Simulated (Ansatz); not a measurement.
The first iterations of a band of BH$_{4}$N (6 atoms, charge 0, multiplicity 1).

Computed with Ansatz, RKS PBE0-D4/def2-SVPD.

```yaml
movable_images: 5
climbing_image: yes
spring: 5.0 eV/Å²
optimiser: quadratic models (default)
start_path: through a guess of the saddle point
force_threshold: 0.05 eV/Å
iteration_limit: 60
end_points: relaxed
```

Image 0:

```xyz
6
Properties=species:S:1:pos:R:3
B 0.435 0.015 0.113
N 0.724 -0.016 1.471
H 0.019 -0.136 2.183
H 1.660 0.079 1.839
H 1.337 0.163 -0.674
H -0.712 -0.106 -0.244
```

Image 6:

```xyz
6
Properties=species:S:1:pos:R:3
B 0.026 0.207 -0.340
N 0.954 -0.126 0.976
H 0.557 -0.733 1.707
H 1.118 0.796 1.399
H 1.865 -0.486 0.703
H -1.058 0.341 0.243
```

| iteration | highest image above the first end (eV) | largest band force component (eV/Å) |
| --- | --- | --- |
| 1 | 7.083 | 9.246 |
| 2 | 5.342 | 6.319 |
| 3 | 4.731 | 5.735 |
| 4 | 5.160 | 1.756 |
| 5 | 4.805 | 2.082 |

Question: Does the band converge within its limit, and where does its top end?

Answer: The forces met the threshold. It ended after 15 iterations with the highest image 4.836 eV above the first end. The profile has 2 maxima (images 3, 5) with wells between them (image 4): this band takes more than one step, which may be the mechanism or a detour left from its start path. Neighbouring images differ by up to 2.2 eV, so the band resolves the path poorly. A vibrational analysis at the climbing image gives one clearly imaginary mode, 1320i cm⁻¹: a first-order saddle point. The orbitals stay closed-shell, which can raise the energy where a bond breaks towards radicals; this wasn't checked here.

The run took 71 s on 1 thread of Arm Neoverse V2, on a shared host, peak memory 0.12 GiB.
